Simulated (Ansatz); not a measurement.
This script drives the Ansatz DFT code, driven from Python.

`run_composite.py`
```python
"""Relax FH5Si2 cheaply, then refine its energy."""

import itertools

import ansatz as az
from ase.data import atomic_numbers, covalent_radii
import numpy as np

BASIS = "def2-SVP"
XC = "r2SCAN"
VDW = "d4"

geometry = (
    az.Crystal.molecule()
    .atom("F", (-1.9896, 0.9681, -0.1958))
    .atom("Si", (-0.6087, 0.5826, -0.7921))
    .atom("Si", (0.5706, -0.5986, 0.7604))
    .atom("H", (-0.7502, -0.2236, -2.0178))
    .atom("H", (0.1263, 1.8132, -1.2079))
    .atom("H", (0.8485, 0.2241, 2.0))
    .atom("H", (1.9581, -0.9904, 0.2281))
    .atom("H", (-0.0628, -1.8325, 1.1694))
)

job = (
    geometry.calculation()
    .basis(gaussian=BASIS)
    .functional(XC, dispersion=VDW)
)
symbols = [site.symbol for site in geometry.cartesian_sites]
start = np.array([site.position_ang for site in geometry.cartesian_sites], dtype=float)
r = job.relax(force_tolerance=0.01).run(threads=1).report
end = np.array(r["positions_ang"])
# pairs closer than 1.2 times the sum of covalent radii, before or after
radius = [covalent_radii[atomic_numbers[s]] for s in symbols]
span = lambda where, i, j: np.linalg.norm(where[i] - where[j])
bonded = [(i, j) for i, j in itertools.combinations(range(len(symbols)), 2) if min(span(start, i, j), span(end, i, j)) < 1.2 * (radius[i] + radius[j])]
print("pair        before    after (A)")
for i, j in bonded:
    print(f"{symbols[i]}{i}-{symbols[j]}{j}".ljust(10), f"{span(start, i, j):8.4f} {span(end, i, j):8.4f}")
for first, second in list(itertools.combinations(bonded, 2)):
    shared = set(first) & set(second)
    if shared and symbols[(j := shared.pop())] != "H":
        i, k = sorted((set(first) | set(second)) - {j})
        u, v = end[i] - end[j], end[k] - end[j]
        angle = np.degrees(np.arccos(np.clip(u @ v / np.linalg.norm(u) / np.linalg.norm(v), -1, 1)))
        print(f"final angle {symbols[i]}{i}-{symbols[j]}{j}-{symbols[k]}{k}: {angle:.2f} deg")

minimum = az.Crystal.molecule()
for symbol, place in zip(symbols, end):
    minimum = minimum.atom(symbol, place.tolist())
at_minimum = minimum.calculation()
# MP2 extrapolated to the basis limit, plus the small-basis difference CCSD(T) - MP2
level = lambda method, basis: at_minimum.basis(gaussian=basis).correlation(method).run(threads=1).report
small, large, cluster = level("mp2", "cc-pVDZ"), level("mp2", "cc-pVTZ"), level("ccsd_t", "cc-pVDZ")
corr = lambda each: (each["free_energy_ev"] - each["reference_energy_ev"]) / 27.211386246
mp2_limit = (27 * corr(large) - 8 * corr(small)) / 19
pieces = {"HF / cc-pVTZ": large["reference_energy_ev"] / 27.211386246, "MP2 correlation, DZ-TZ limit": mp2_limit, "CCSD(T) - MP2 / cc-pVDZ": corr(cluster) - corr(small)}
for name, value in pieces.items():
    print(f"{name:32s} {value:14.6f} Ha")
print(f"{'sum':32s} {sum(pieces.values()):14.6f} Ha")
print("T1 diagnostic", round(cluster["correlation"]["coupled_cluster"]["t1_diagnostic"], 4))
```

It is started by `python run_composite.py`. How long does it take on 1 thread of Intel(R) Xeon(R) CPU @ 2.60GHz (Ice Lake), on a shared host, and how much memory does it need?

It took about 26 s, with a peak of 0.36 GiB, for 4 runs of the engine.

```console
$ python run_composite.py
pair        before    after (A)
F0-Si1       1.5528   1.6337
Si1-Si2      2.2795   2.3444
Si1-H3       1.4739   1.4928
Si1-H4       1.4925   1.4927
Si2-H5       1.5135   1.4940
Si2-H6       1.5369   1.4962
Si2-H7       1.4460   1.4940
final angle F0-Si1-Si2: 109.06 deg
final angle F0-Si1-H3: 108.11 deg
final angle F0-Si1-H4: 108.11 deg
final angle Si2-Si1-H3: 111.22 deg
final angle Si2-Si1-H4: 111.22 deg
final angle Si1-Si2-H5: 110.54 deg
final angle Si1-Si2-H6: 108.62 deg
final angle Si1-Si2-H7: 110.53 deg
final angle H3-Si1-H4: 109.02 deg
final angle H5-Si2-H6: 108.98 deg
final angle H5-Si2-H7: 109.16 deg
final angle H6-Si2-H7: 108.98 deg
HF / cc-pVTZ                        -680.331283 Ha
MP2 correlation, DZ-TZ limit          -0.553722 Ha
CCSD(T) - MP2 / cc-pVDZ               -0.054360 Ha
sum                                 -680.939364 Ha
T1 diagnostic 0.0126
```

Notes:
- Total energies depend on the basis set; only differences at equal settings carry meaning.
- The sum leaves out core correlation, relativity, the Hartree-Fock basis error and zero-point energy; a DZ-TZ extrapolation is rough.
- Inner cores stay frozen, so this is valence correlation.
- For Al to Cl the sets with a tight d function, cc-pV(X+d)Z, are usual.
- An extrapolation from small basis sets is rough.
